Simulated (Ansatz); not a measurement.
# How far each method lies from UCCSDT(Q) for [BH$_{2}$···H···BH$_{2}$], doublet

Geometry: a point of a hydrogen-transfer path between rigid fragments, not a stationary point.

| atom | x (Å) | y (Å) | z (Å) |
| --- | --- | --- | --- |
| B | -1.3439 | 0.0000 | 0.0000 |
| H | -1.9407 | 1.0336 | 0.0000 |
| H | -1.9407 | -1.0336 | 0.0000 |
| H | 0.1741 | 0.0000 | 0.0000 |
| B | 1.3440 | 0.0000 | 0.0000 |
| H | 1.8531 | 0.0000 | 1.0770 |
| H | 1.8531 | 0.0000 | -1.0770 |

Basis cc-pVDZ; Ansatz 0.2.0. Correlated methods freeze the noble-gas cores, which leaves 11 electrons in 51 orbitals. R marks a restricted (for open shells ROHF) determinant, U an unrestricted one. Active spaces: pair = (3e, 3o) about the gap; frontier = (9e, 9o) about the gap.

Full CI isn't at hand for all of this; UCCSDT(Q) serves as the reference, and is uncertain by about the last step of the cluster series. The frozen core follows each run's orbitals, which can shift R against U totals by a few meV.

For open shells CISD is restricted-active-space CI with the open shells as a complete middle space.

```
UHF ⟨S²⟩                          : 0.769
T1 diagnostic (RCCSD)             : 0.0150
largest doubles amplitude (RCCSD) : 0.040
T1 diagnostic (UCCSD)             : 0.0114
```

```tsv
level	E − E(UCCSDT(Q)) (kJ/mol)	share of correlation (%)	wall time
RHF	594.9	0.00	–
UHF	584.3	1.79	–
RMP2	129.3	78.26	–
UMP2	129.5	78.23	–
CISD	56.7	90.47	5.5 s
RCCSD	14.0	97.64	–
UCCSD	13.9	97.67	–
RCCSD(T)	2.8	99.52	8.5 s
UCCSD(T)	2.8	99.53	12 s
BCCD(T)	2.8	99.52	9 s
RCCSDT	0.4	99.94	–
UCCSDT	0.3	99.94	–
RCCSDT(Q)	0.1	99.99	58 s
CASSCF (pair space)	551.6	7.28	–
NEVPT2 (pair space)	131.0	77.97	3 s
MRCISD (pair space)	49.9	91.61	–
MRCISD+Q (pair space)	2.2	99.63	2.6 s
CASSCF (frontier space)	424.0	28.74	–
NEVPT2 (frontier space)	125.8	78.85	14 s
```

The correlation energy at UCCSDT(Q), counted from RHF, is -6.166 eV. That run took 61 s on 1 thread of Intel Xeon 6975P-C, shared host.

Times hold each run's SCF and search for its determinant on a shared host, so for small cases they say little of a method's own cost; they ran on 1 thread of Intel Xeon 6975P-C.
